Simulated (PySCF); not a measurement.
Gas-phase reaction: 2 (CH3)3SiH + C4H6 (butadiene) → 2 (CH3)3Si + 2 C2H4

Energies from PySCF, thermal terms from the rigid-rotor harmonic-oscillator model, ideal gas at 1 bar. † marks an energy on the PBE0/def2-TZVP geometry and frequencies. MP2 and CCSD(T) freeze the core. Open shells (unrestricted): (CH3)3Si (multiplicity 2); the rest are closed-shell singlets. (CH3)3Si: computed as isolated molecules; such fragments, hydroxides, amides, oligomers or adducts are transient or little studied in the gas. MP2 isn't extrapolated to the basis-set limit; its ΔH°(298 K) is 345.4 kJ in def2-SVP and 351.1 kJ in def2-TZVPP. CCSD(T) isn't extrapolated to the basis-set limit. The harmonic model lacks anharmonicity and excited electronic states, which grow with temperature; levels with a mode under 35 cm⁻¹ are left out. Internal rotation in (CH3)3SiH, C4H6 (butadiene), (CH3)3Si is treated as a harmonic vibration of one conformer, which makes the entropy rough.

| level | ΔE electronic, kJ | ΔH°(298 K), kJ | ΔS°(298 K), J/K | ΔG°(2500 K), kJ |
|---|---|---|---|---|
| BLYP/def2-TZVP† | 309 | 311 | 173 | -81 |
| CCSD(T)/def2-SVP† | 337 | 339 | 173 | -53 |
| MP2/def2-SVP† | 343 | 345 | 173 | -46 |
| PBE0/def2-SVP† | 336 | 338 | 173 | -54 |
| ωB97X-V/def2-TZVP† | 354 | 356 | 173 | -36 |
ΔH° is lowest at BLYP/def2-TZVP† and highest at ωB97X-V/def2-TZVP†. No reference value is set beside these.
